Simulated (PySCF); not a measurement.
Basis-set dependence of excited states

Compound: C2H2F2.
Z-matrix (Å and degrees, PBE0-D3(BJ)/def2-SVP geometry), rows numbered from 1:
```
C 
C   1  1.3238
F   2  1.3103  1  125.00
F   2  1.3105  1  124.98  3  -179.99
H   1  1.0882  2  119.67  3  -179.95
H   1  1.0882  2  119.71  3     0.01
```

TDDFT with PBE0 (PySCF), vertical singlets, core orbitals frozen in the response, spherical d and f functions. Isolated species at its PBE0-D3(BJ)/def2-SVP geometry, gas phase.

**Question.** How do the low singlets change with the basis? Take 6-31G*, def2-SVP, 6-31+G*, aug-cc-pVDZ, def2-TZVP, def2-TZVPD and aug-cc-pVTZ.

**Answer.** 

```csv
basis,functions,diffuse,S1 (eV),S2 (eV),S3 (eV),S4 (eV),S5 (eV),LUMO (eV),α (au)
6-31G*,60,no,8.49,8.83,9.52,10.47,10.53,1.08,20.7
def2-SVP,66,no,8.40,8.67,8.84,10.30,10.33,0.72,21.1
6-31+G*,76,yes,6.90,7.62,7.84,7.98,8.40,0.30,25.3
aug-cc-pVDZ,110,yes,6.59,7.50,7.52,7.59,8.25,0.03,28.1
def2-TZVP,136,no,8.02,8.12,8.47,9.19,10.26,0.49,25.6
def2-TZVPD,172,yes,6.82,7.74,7.84,8.13,8.43,0.34,28.5
aug-cc-pVTZ,230,yes,6.58,7.46,7.47,7.52,8.19,-0.02,28.5
```

States are compared by their number. Against the largest diffuse basis here (aug-cc-pVTZ, itself not a converged limit), sets without diffuse functions differ by up to 1.90 eV in S1 and 2.33 eV in S5; the smaller diffuse sets differ by up to 0.32 and 0.24 eV. State by state, the largest deviation of a set without diffuse functions is S1 1.90, S2 1.37, S3 2.06, S4 2.95, S5 2.33 eV. The same number needn't mean the same state in each row. Against aug-cc-pVTZ the polarisability deviates by -27% in 6-31G*, -26% in def2-SVP, -11% in 6-31+G*, -2% in aug-cc-pVDZ, -10% in def2-TZVP, 0% in def2-TZVPD. A single + in a Pople set puts diffuse functions on heavy atoms only.
